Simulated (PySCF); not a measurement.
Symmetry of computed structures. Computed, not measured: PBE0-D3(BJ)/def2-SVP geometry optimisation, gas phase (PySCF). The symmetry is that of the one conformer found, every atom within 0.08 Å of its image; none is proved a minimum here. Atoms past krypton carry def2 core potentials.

Q: `[CH3:1][O:2][C:3](=[O:4])[CH2:5][CH2:6][Cl:7]` with C1–O2–C3–O4 0°, O2–C3–C5–C6 -179°, C3–C5–C6–Cl7 180°, H–C1–O2–C3 59° (nearest H): symmetry, top, dipole?

A: Cs; near-prolate asymmetric top; symmetry number 1; 2 operations, which sort the 14 atoms into 11 sets; dipole 2.46 D, in the ab plane, which is the mirror; A, B, C = 8527, 801.8, 743.1 MHz; heavy atoms equivalent by symmetry: none.

Q: What symmetry has `[cH:1]1[cH:2][cH:3][c:4]2[p:5][cH:6][cH:7][cH:8][c:9]2[cH:10]1`?

A: Cs; asymmetric top; symmetry number 1; 2 operations, which sort the 17 atoms into 17 sets; dipole 1.64 D, in the ab plane, which is the mirror; A, B, C = 2353, 1066, 733.5 MHz; heavy atoms equivalent by symmetry: none.

Q: What symmetry has `[CH2:1]=[CH:2][B@H-:3]([C:4]#[N:5])[NH2+:6][CH3:7]` with C1–C2–B3–C4 120°, C2–B3–N6–C7 -179°?

A: C1; asymmetric top; symmetry number 1; this conformer is chiral (no improper operation); dipole 6.73 D.

Q: What symmetry has `[I][Co][I]` [quartet]?

A: D∞h; linear; symmetry number 2; dipole forbidden by symmetry (computed 0.00 D).

Q: `[CH2:1][CH:2]=[CH2:3]` (doublet state) with H–C1–C2–C3 180° and 0° (allyl): symmetry, top, dipole?

A: C2v; near-prolate asymmetric top; symmetry number 2; 4 operations, which sort the 8 atoms into 5 sets; dipole 0.05 D; A, B, C = 54580, 10284, 8653 MHz; heavy atoms equivalent by symmetry: C1/C3.

Q: Point group, rotor type and polarity of `[Br:1][B:2]([Br:3])[Br:4]`?

A: D3h; oblate symmetric top; symmetry number 6; 12 operations, which sort the 4 atoms into 2 sets; dipole forbidden by symmetry (computed 0.00 D); A, B, C = 1185, 1183, 592.0 MHz; heavy atoms equivalent by symmetry: Br1/Br3/Br4.

Q: `[CH:1]#[C:2][GeH2:3][Cl:4]`: symmetry, top, dipole?

A: Cs; asymmetric top; symmetry number 1; 2 operations, which sort the 7 atoms into 6 sets; dipole 1.97 D, in the ab plane, which is the mirror; A, B, C = 6772, 2259, 1732 MHz; heavy atoms equivalent by symmetry: none.

Caution for open-shell metal species: one SCF solution and one stationary point were followed, and a lower state or a bent or distorted shape isn't ruled out.
